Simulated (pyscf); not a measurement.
Elementary routes open to O=Cr(=O)(F)–F + hydrogen (H₂) in the gas phase (singlet surface):
A. O=CrH(OH)(F)–F (H–H broken; Cr–H, H–O formed)
B. O=CrH(=O)–F + hydrogen fluoride (HF) (Cr–F, H–H broken; Cr–H, F–H formed)

Single points on ωB97X-D3(BJ)/def2-SVP structures (PySCF, gas phase).

Problem. Rank the routes by free-energy barrier at 900 K, lowest first, for ωB97M-D3(BJ)/def2-TZVP energies (ideal gas, 1 atm, RRHO with modes under 100 cm⁻¹ raised to 100, one conformer, R ln 2 for chiral ones without a mode under 150 cm⁻¹).

Solution. B (60.5 kcal/mol), A (72.4 kcal/mol)

Route B is the fastest of these, ahead of the next by 11.9 kcal/mol. The most stable products are those of B (ΔG = +6.4 kcal/mol), so kinetics and thermodynamics agree. At 298 K B is still the fastest. Only these routes are compared; each barrier is that of the saddle found, and lower ones may exist.
